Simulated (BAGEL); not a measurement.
# C3H4FN (SMILES [H]/N=C(\F)C=C): B3LYP/def2-SVP (density fitting with qzvpp-jkfit)

Aim: the energy change on altering one bond length of C3H4FN at B3LYP/def2-SVP (density fitting with qzvpp-jkfit), from 2 runs. 

The calculation is run with BAGEL 1.2.2.

## (1) The system as given

C3H4FN has 9 atoms, charge 0, and is taken as a singlet. SMILES: `[H]/N=C(\F)C=C`. Geometry: relaxed at PBE0-D4/def2-TZVP. This is one conformer, not always the lowest.

Bond lengths: C1–C2 1.328 Å, C2–C3 1.457 Å, C3–N4 1.252 Å, C3–F5 1.351 Å, C1–H6 1.083 Å, C1–H7 1.083 Å, C2–H8 1.083 Å, N4–H9 1.018 Å. Angles: C1–C2–C3 123.8°, C2–C3–N4 124.1°, C2–C3–F5 113.6°, N4–C3–F5 122.3°, C1–C2–H8 122.2°, C3–C2–H8 114.0°, C2–C1–H6 120.9°, C2–C1–H7 121.5°, C3–N4–H9 111.7°, H6–C1–H7 117.6°.

## (2) A single-point energy at B3LYP/def2-SVP (density fitting with qzvpp-jkfit)

Input file input.json:

```json
{ "bagel" : [

{
  "title" : "molecule",
  "basis" : "svp",
  "df_basis" : "qzvpp-jkfit",
  "angstrom" : true,
  "geometry" : [
    { "atom" : "C", "xyz" : [   -0.024500,    0.153200,   -1.566100 ] },
    { "atom" : "C", "xyz" : [    0.150100,   -0.509500,   -0.429000 ] },
    { "atom" : "C", "xyz" : [   -0.020000,    0.085300,    0.889900 ] },
    { "atom" : "N", "xyz" : [    0.143400,   -0.534100,    1.965100 ] },
    { "atom" : "F", "xyz" : [   -0.376000,    1.387900,    0.854800 ] },
    { "atom" : "H", "xyz" : [    0.114700,   -0.336200,   -2.522000 ] },
    { "atom" : "H", "xyz" : [   -0.310000,    1.198000,   -1.573300 ] },
    { "atom" : "H", "xyz" : [    0.435500,   -1.554200,   -0.408600 ] },
    { "atom" : "H", "xyz" : [   -0.024500,    0.063400,    2.772000 ] }
  ]
},
{
  "title" : "ks",
  "xc_func" : "b3lyp"
},
{
  "title" : "print",
  "file" : "orbitals.molden",
  "orbitals" : true
}

]}
```

Launch:

```bash
$ BAGEL_NUM_THREADS=1 BAGEL input.json > input.out
```

Output:

```text
* using 1 threads per process

  ===============================================================
  ===============================================================

  *** Geometry ***

  { "atom" : "C", "xyz" : [     -0.046298,      0.289506,     -2.959500 ] },
  { "atom" : "C", "xyz" : [      0.283648,     -0.962815,     -0.810693 ] },
  { "atom" : "C", "xyz" : [     -0.037795,      0.161194,      1.681667 ] },
  { "atom" : "N", "xyz" : [      0.270987,     -1.009303,      3.713501 ] },
  { "atom" : "F", "xyz" : [     -0.710537,      2.622751,      1.615338 ] },
  { "atom" : "H", "xyz" : [      0.216752,     -0.635326,     -4.765889 ] },
  { "atom" : "H", "xyz" : [     -0.585815,      2.263892,     -2.973106 ] },
  { "atom" : "H", "xyz" : [      0.822976,     -2.937012,     -0.772142 ] },
  { "atom" : "H", "xyz" : [     -0.046298,      0.119809,      5.238321 ] },

  Number of auxiliary basis functions:      451

  Since a DF basis is specified, we compute 2- and 3-index integrals:
    o Being stored without compression. Storage requirement is 0.029 GB

  Number of basis functions:       90
  Number of electrons      :       38

    * METHOD: MOLECULE                             0.18

  *** Kohn-Sham DFT ***

    * Removing 17098 points whose weight is below 1.00e-10
    * Grid points: 117056

  === Nuclear Repulsion ===
   161.5620718595

       - DIIS with orbital gradients will be used.

  === KS iteration (b3lyp / svp) ===
      0       -232.71028074          0.14749567           0.35
      1       -164.05716968          0.16052246           0.32
      2       -172.66731777          0.16782158           0.31
      3       -255.95473368          0.11198231           0.31
      4       -266.80556914          0.06884382           0.31
      5       -270.35322338          0.03450998           0.31
      6       -270.94126800          0.01606089           0.31
      7       -270.95180288          0.01508186           0.31
      8       -271.03407115          0.01008091           0.30
      9       -271.08290635          0.00244545           0.31
     10       -271.08590068          0.00042124           0.31
     11       -271.08596786          0.00024312           0.31
     12       -271.08599931          0.00005394           0.31
     13       -271.08600068          0.00001125           0.31
     14       -271.08600073          0.00000478           0.30
     15       -271.08600074          0.00000278           0.31
     16       -271.08600074          0.00000108           0.31
     17       -271.08600074          0.00000034           0.32
     18       -271.08600074          0.00000010           0.31
     19       -271.08600074          0.00000003           0.32
     20       -271.08600074          0.00000001           0.33
    * SCF iteration converged.

    * Permanent dipole moment:
           (    0.045164,    -0.173909,     0.421739) a.u.

    * METHOD: KS                                   7.16

    * METHOD: PRINT                                0.01

  ===============================================================
```

Run time: 7.5 s. Hardware: 1 thread of Arm Neoverse V2, shared host; peak memory 0.47 GiB.

## (3) The distorted shape, same level

Input file input.json:

```json
{ "bagel" : [

{
  "title" : "molecule",
  "basis" : "svp",
  "df_basis" : "qzvpp-jkfit",
  "angstrom" : "true",
  "geometry" : [
    { "atom" : "C", "xyz" : [   -0.234016,    0.948426,   -2.930595 ] },
    { "atom" : "C", "xyz" : [    0.150100,   -0.509500,   -0.429000 ] },
    { "atom" : "C", "xyz" : [   -0.020000,    0.085300,    0.889900 ] },
    { "atom" : "N", "xyz" : [    0.143400,   -0.534100,    1.965100 ] },
    { "atom" : "F", "xyz" : [   -0.376000,    1.387900,    0.854800 ] },
    { "atom" : "H", "xyz" : [   -0.094816,    0.459026,   -3.886495 ] },
    { "atom" : "H", "xyz" : [   -0.519516,    1.993226,   -2.937795 ] },
    { "atom" : "H", "xyz" : [    0.435500,   -1.554200,   -0.408600 ] },
    { "atom" : "H", "xyz" : [   -0.024500,    0.063400,    2.772000 ] }
  ]
},
{
  "title" : "ks",
  "xc_func" : "b3lyp"
},
{
  "title" : "print",
  "file" : "orbitals.molden",
  "orbitals" : "true"
}

]}
```

Launch:

```bash
$ BAGEL_NUM_THREADS=1 BAGEL input.json > input.out
```

Output:

```text
* using 1 threads per process

  ===============================================================
  ===============================================================

  *** Geometry ***

  { "atom" : "C", "xyz" : [     -0.442226,      1.792265,     -5.538022 ] },
  { "atom" : "C", "xyz" : [      0.283648,     -0.962815,     -0.810693 ] },
  { "atom" : "C", "xyz" : [     -0.037795,      0.161194,      1.681667 ] },
  { "atom" : "N", "xyz" : [      0.270987,     -1.009303,      3.713501 ] },
  { "atom" : "F", "xyz" : [     -0.710537,      2.622751,      1.615338 ] },
  { "atom" : "H", "xyz" : [     -0.179176,      0.867433,     -7.344411 ] },
  { "atom" : "H", "xyz" : [     -0.981743,      3.766651,     -5.551628 ] },
  { "atom" : "H", "xyz" : [      0.822976,     -2.937012,     -0.772142 ] },
  { "atom" : "H", "xyz" : [     -0.046298,      0.119809,      5.238321 ] },

  Number of auxiliary basis functions:      451

  Since a DF basis is specified, we compute 2- and 3-index integrals:
    o Being stored without compression. Storage requirement is 0.029 GB

  Number of basis functions:       90
  Number of electrons      :       38

    * METHOD: MOLECULE                             0.17

  *** Kohn-Sham DFT ***

    * Removing 14932 points whose weight is below 1.00e-10
    * Grid points: 119222

  === Nuclear Repulsion ===
   141.6781692134

       - DIIS with orbital gradients will be used.

  === KS iteration (b3lyp / svp) ===
      0       -222.04673555          0.15278371           0.34
      1       -116.18370978          0.19544369           0.32
      2       -173.91315006          0.17547107           0.33
      3       -247.62765940          0.11498635           0.32
      4       -243.02209154          0.10547886           0.32
      5       -269.06154183          0.04017643           0.32
      6       -270.44791869          0.01808599           0.32
      7       -267.75941383          0.05888463           0.32
      8       -270.54208184          0.01777315           0.32
      9       -270.71957122          0.00430768           0.32
     10       -270.51585195          0.01902319           0.32
     11       -270.68420927          0.00919557           0.32
     12       -270.64712075          0.01246899           0.32
     13       -270.70197232          0.00734016           0.32
     14       -270.72467439          0.00329803           0.32
     15       -270.72706992          0.00248680           0.32
     16       -270.73013421          0.00079244           0.32
     17       -270.73041580          0.00031947           0.32
     18       -270.73046715          0.00005735           0.31
     19       -270.73046822          0.00003808           0.32
     20       -270.73046872          0.00002395           0.32
     21       -270.73046877          0.00002175           0.31
     22       -270.73046900          0.00001278           0.32
     23       -270.73046906          0.00000836           0.32
     24       -270.73046911          0.00000185           0.32
     25       -270.73046911          0.00000109           0.32
     26       -270.73046911          0.00000144           0.32
     27       -270.73046911          0.00000123           0.32
     28       -270.73046911          0.00000021           0.32
     29       -270.73046911          0.00000025           0.32
     30       -270.73046911          0.00000023           0.32
     31       -270.73046911          0.00000010           0.32
     32       -270.73046911          0.00000005           0.32
     33       -270.73046911          0.00000005           0.32
     34       -270.73046911          0.00000002           0.32
     35       -270.73046911          0.00000001           0.32
    * SCF iteration converged.

    * Permanent dipole moment:
           (    0.085098,    -0.326152,     0.713777) a.u.

    * METHOD: KS                                  12.11

    * METHOD: PRINT                                0.01

  ===============================================================
```

It took 13 s on 1 thread of Arm Neoverse V2, shared host; peak memory 0.48 GiB.

## (4) Outcome

At B3LYP/def2-SVP (density fitting with qzvpp-jkfit):

| quantity | value |
| --- | --- |
| first shape: total energy | -271.08600 Eh |
| first shape: dipole moment | 1.17 D |
| first shape: HOMO energy | -7.69 eV |
| first shape: LUMO energy | -1.44 eV |
| first shape: HOMO–LUMO gap | 6.26 eV |
| distorted shape: total energy | -270.73047 Eh |
| distorted shape: dipole moment | 2.01 D |
| distorted shape: HOMO energy | -5.57 eV |
| distorted shape: LUMO energy | -4.45 eV |
| distorted shape: HOMO–LUMO gap | 1.11 eV |
| energy change with the C1–C2 bond stretched from 1.328 to 2.921 Å | 9.675 eV |

**Reading.** One bond (distorted shape) is far stretched, which a spin-restricted single reference describes badly; a broken-symmetry solution may lie lower. With the C1–C2 bond stretched from 1.328 to 2.921 Å the energy rises by 9.67 eV (223 kcal/mol). The first shape isn't relaxed at this level, so the change isn't measured from a minimum. A restricted reference can't describe the breaking bond well at this length.
